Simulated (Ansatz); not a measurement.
**Appearance energy of a fragment ion: C2H4F3N → [CF3]+ + CH4N + e⁻**

Gas-phase species: C2H4F3N (2,2,2-trifluoroethylamine) `NCC(F)(F)F`, singlet; [CF3]+ `F[C+](F)F`, singlet; CH4N `[CH2]N`, doublet. 

Shapes, held fixed at every level: PBE0-D4/def2-TZVP. Flexible molecules stand in one conformer, not always the lowest. Programs: Ansatz 0.2.0. Electronic energies: no zero-point or thermal term.

```csv
level,kind,ΔE (eV),less CCSD(T)/CBS estimate
r2SCAN-D4/def2-TZVPP,meta-GGA,+12.83,-0.42
r2SCAN0-D4/def2-TZVPP,global hybrid,+12.98,-0.27
wB97M-V/def2-TZVPP,range-separated hybrid,+13.02,-0.23
B2PLYP/def2-TZVPP,double hybrid,+12.88,-0.37
CCSD(T)/def2-SVP,coupled cluster or CI,+12.84,-0.41
CCSD/def2-SVP,coupled cluster or CI,+12.87,-0.38
CCSD(T)/CBS estimate,coupled cluster or CI,+13.25,0.00
```

The highest level, CCSD(T)/CBS estimate, gives ΔE = +13.25 eV; the levels span +12.83 to +13.25. The column of differences is taken from that level and isn't an error. No measured value is set beside it here. Open shells run unrestricted. The CBS estimate extrapolates MP2 from def2-TZVPP and def2-QZVPP and adds CCSD(T) − MP2 in the triple-zeta set, cores frozen. The onset seen in experiment also holds zero-point changes and kinetic shifts. CCSD(T)/CBS estimate lies outside the range of the other correlated levels here, so it shouldn't be taken on trust.
